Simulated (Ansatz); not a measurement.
HCl2F, closed shell: a pair in one relaxed arrangement.

Input (in.yaml):

```yaml
crystal:
  periodic: [false, false, false]
  atoms:
    - {symbol: F, position_ang: [0.039383, 0.257302, -1.949990]}
    - {symbol: H, position_ang: [0.076085, -0.087827, -1.092347]}
    - {symbol: Cl, position_ang: [-0.279112, 0.765299, 1.980445]}
    - {symbol: Cl, position_ang: [0.163643, -0.934774, 1.061891]}
basis:
  gaussian: {orbitals: "def2-TZVPPD.json"}
hamiltonian: {xc: {name: B2PLYP}}
```

The basis file named in the input lies beside it (Basis Set Exchange, JSON).

Launched with

```bash
ansatz run in.yaml --threads 2 --pin off --events-out ev --progress --plain --max-ram 5222MiB
```

The run's output (Ansatz 0.2.0):

```
Functional definition: B2PLYP
  name "B2PLYP"
  cite "Grimme, J. Chem. Phys. 124, 034108 (2006) doi:10.1063/1.2148954"
  cite "Becke, Phys. Rev. A 38, 3098 (1988) doi:10.1103/PhysRevA.38.3098"
  cite "Lee, Yang & Parr, Phys. Rev. B 37, 785 (1988) doi:10.1103/PhysRevB.37.785"
  parameter a = 0.53
  parameter c = 0.27
  exchange = (1 - a)*b88_x + a*exact_x
  correlation = (1 - c)*lyp_c + c*(mp2_os + mp2_ss)
948 factors; integrals over basis functions are off by at most 1.1e-3 eV
mean field evaluation 1: about -27763.8442 eV, gradient 3.2e1 eV
mean field evaluation 2: about -27763.9201 eV, gradient 3.2e1 eV
mean field evaluation 4: about -27765.4918 eV, gradient 1.4e0 eV
mean field evaluation 8: about -27765.4994 eV, gradient 4.4e-2 eV
mean field evaluation 16: about -27765.4994 eV, gradient 2.1e-5 eV
mean field -27765.49941529 eV, -1020.3632833803 hartree, gradient 5.3e-6 eV, S^2 0.000000; 0 other end points of the search recorded, 0 dependent functions left out
11 core orbitals not correlated: weight in the atoms' cores, before any rotation towards them, 1.000 or more for the frozen orbitals, at most 0.000 for the correlated occupied ones
reference -27765.49959096 eV, -1020.3632898361 hartree; 11, 11 occupied and 137, 137 virtual orbitals, 948 factors
second order -21.55708407 eV of doubles, -0.00000000 eV of singles
Total energy: -27771.32000366 eV, -1020.5771860576 hartree
```

The run took about 2.5 s on 2 CPU threads of an Arm Neoverse V2 (shared host).
